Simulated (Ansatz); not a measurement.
**One shape, several levels: PH3 (phosphine)**

Aim: a comparison of 6 runs (HF/STO-3G, BHLYP/aug-cc-pVTZ, BLYP/aug-cc-pVTZ, PBE/aug-cc-pVTZ, SVWN5/aug-cc-pVTZ, RPA@PBE0/aug-cc-pVTZ) of PH3 (phosphine). 

The results are computed with Ansatz 0.2.0.

34 further runs of the same task are left out: 34 set aside as unsound or not needed.

### 1 The system as given

PH3: 4 atoms, total charge 0, spin state singlet. SMILES: `P`. The P1–H4 distance was set to 2.130 Å, away from the relaxed value. At this shape a bond of the SMILES string is far longer than usual.

Bond lengths: P1–H2 1.420 Å, P1–H3 1.420 Å. Angles: H2–P1–H3 93.1°. A long bond or contact: P1–H4 2.130 Å.

### 2 The energy at HF/STO-3G (run 1)

File molecule.yaml:

```yaml
crystal:
  periodic: [false, false, false]
  atoms:
    - symbol: P
      position_ang: [0.504648, -1.001493, -0.180752]
    - symbol: H
      position_ang: [0.789548, -0.708993, 1.179048]
    - symbol: H
      position_ang: [-0.846852, -1.337993, 0.094848]
    - symbol: H
      position_ang: [0.028700, 1.023500, -0.636900]
basis:
  gaussian: {orbitals: STO-3G}
output: {orbitals: {seedname: orbitals}}
accuracy: high
hamiltonian: {xc: hf}
```

On the command line:

```bash
ansatz run molecule.yaml --threads 1 --pin off --max-ram 3480MiB --events-out events.jsonl --progress --plain --runs-dir runs
```

Log:

```text
Warning: RAYON_NUM_THREADS=1 ignored (pool sized by the plan → 1); use --threads N
Functional definition: HF
  name "HF"
  exchange = exact_x
  correlation = 0
182 factors; integrals over basis functions are off by at most 5.8e-9 eV
mean field evaluation 1: about -9210.3204 eV, gradient 6.7e0 eV
mean field evaluation 2: about -9210.3250 eV, gradient 6.6e0 eV
mean field evaluation 4: about -9210.6755 eV, gradient 5.3e-1 eV
mean field evaluation 8: about -9210.6788 eV, gradient 8.0e-7 eV
mean field -9210.67876984 eV, -338.4862015691 hartree, gradient 3.5e-8 eV, S^2 0.000000; 0 other end points of the search recorded, 0 dependent functions left out
reference -9210.67876984 eV, -338.4862015691 hartree; 9, 9 occupied and 3, 3 virtual orbitals, 182 factors
Total energy: -9210.67876984 eV, -338.4862015691 hartree
```

Wall time 0.06 s (1 thread of Intel Xeon Platinum 8488C (Sapphire Rapids), shared host).

### 3 The energy at BHLYP/aug-cc-pVTZ (run 2)

molecule.yaml: that of step 2 with these lines changed.

```diff
@@ -12,5 +12,8 @@
 basis:
-  gaussian: {orbitals: STO-3G}
+  gaussian:
+    orbitals: aug-cc-pVTZ
+total_charge: 0
+hamiltonian:
+  xc: {name: BHLYP}
+accuracy: high
 output: {orbitals: {seedname: orbitals}}
-accuracy: high
-hamiltonian: {xc: hf}
```

On the command line:

```bash
ansatz run molecule.yaml --threads 1 --pin off --max-ram 3480MiB --events-out events.jsonl --progress --plain --runs-dir runs
```

Log:

```text
Warning: RAYON_NUM_THREADS=1 ignored (pool sized by the plan → 1); use --threads N
Functional definition: BHLYP
  name "BHLYP"
  parameter a = 0.5
  exchange = (1 - a)*b88_x + a*exact_x
  correlation = lyp_c
1851 factors; integrals over basis functions are off by at most 3.7e-9 eV
mean field evaluation 1: about -9335.0924 eV, gradient 8.5e0 eV
mean field evaluation 2: about -9335.2496 eV, gradient 7.2e0 eV
mean field evaluation 4: about -9335.4410 eV, gradient 7.9e-1 eV
mean field evaluation 8: about -9335.4439 eV, gradient 3.3e-2 eV
mean field evaluation 16: about -9335.4439 eV, gradient 2.6e-6 eV
mean field -9335.44390396 eV, -343.0712356792 hartree, gradient 4.5e-8 eV, S^2 0.000000; 0 other end points of the search recorded, 0 dependent functions left out
reference -9335.44393026 eV, -343.0712366459 hartree; 9, 9 occupied and 110, 110 virtual orbitals, 1851 factors
Total energy: -9335.44393026 eV, -343.0712366459 hartree
```

It took 4.5 s on 1 thread of Intel Xeon Platinum 8488C (Sapphire Rapids), shared host; peak memory 0.3 GiB.

Runs 3 to 5 aren't shown in full; the table further down has their settings and results.

### 4 A single-point energy at RPA@PBE0/aug-cc-pVTZ (run 6)

File molecule.yaml:

```yaml
crystal:
  periodic: [false, false, false]
  atoms:
    - {symbol: P, position_ang: [0.504648, -1.001493, -0.180752]}
    - {symbol: H, position_ang: [0.789548, -0.708993, 1.179048]}
    - {symbol: H, position_ang: [-0.846852, -1.337993, 0.094848]}
    - {symbol: H, position_ang: [0.028700, 1.023500, -0.636900]}
basis:
  gaussian:
    orbitals: aug-cc-pVTZ
hamiltonian:
  xc: pbe0
correlation:
  method: rpa
  frozen_orbitals: {H: 0, P: 5}
accuracy: high
```

On the command line:

```bash
ansatz run molecule.yaml --threads 1 --pin off --max-ram 3480MiB --events-out events.jsonl --progress --plain --runs-dir runs
```

Log, cut to the lines that bear on the results:

```text
Warning: RAYON_NUM_THREADS=1 ignored (pool sized by the plan → 1); use --threads N
Functional definition: PBE0
  name "PBE0"
[...]
1851 factors; integrals over basis functions are off by at most 3.7e-9 eV
[...]
mean field -9332.02277412 eV, -342.9455114766 hartree, gradient 1.2e-8 eV, S^2 0.000000; 0 other end points of the search recorded, 0 dependent functions left out
5 core orbitals not correlated: weight in the atoms' cores, before any rotation towards them, 1.000 or more for the frozen orbitals, at most 0.000 for the correlated occupied ones
reference -9316.99275829 eV, -342.3931685828 hartree; 4, 4 occupied and 110, 110 virtual orbitals, 1851 factors
Total energy: -9325.73266045 eV, -342.7143540629 hartree
```

Run time: 6.3 s. Hardware: 1 thread of Intel Xeon Platinum 8488C (Sapphire Rapids), shared host; peak memory 0.36 GiB.

### 5 The series

| run | level | frozen core orbitals | energy (Eh) | HOMO energy (eV) | LUMO energy (eV) | HOMO–LUMO gap (eV) | wall time |
| --- | --- | --- | --- | --- | --- | --- | --- |
| 1 | HF/STO-3G | – | -338.486202 | -7.16 | 5.89 | 13.05 | 0.06 s |
| 2 | BHLYP/aug-cc-pVTZ | – | -343.071237 | -8.83 | -1.43 | 7.40 | 4.5 s |
| 3 | BLYP/aug-cc-pVTZ | – | -343.081183 | -6.76 | -3.07 | 3.69 | 3.9 s |
| 4 | PBE/aug-cc-pVTZ | – | -342.919266 | -6.87 | -3.14 | 3.74 | 4.5 s |
| 5 | SVWN5/aug-cc-pVTZ | – | -341.790230 | -6.90 | -3.21 | 3.70 | 3.6 s |
| 6 | RPA@PBE0/aug-cc-pVTZ | 5 | -342.714354 | – | – | – | 6.3 s |

### 6 Outcome

```
                               quantity          value
                    run 6: total energy  -342.71435 Eh
run 6: RPA correlation energy (valence)     -321.2 mEh
```

**Reading.** Over runs 1, 2, 3, 4, 5 the HOMO–LUMO gap runs from 3.69 eV (BLYP/aug-cc-pVTZ) to 13.05 eV (HF/STO-3G). The two ends differ in method and basis. Totals of different functionals can't be ranked against each other. In run 1 the basis is minimal, so the values are rough. All runs together took 23 s, the longest 6.3 s.
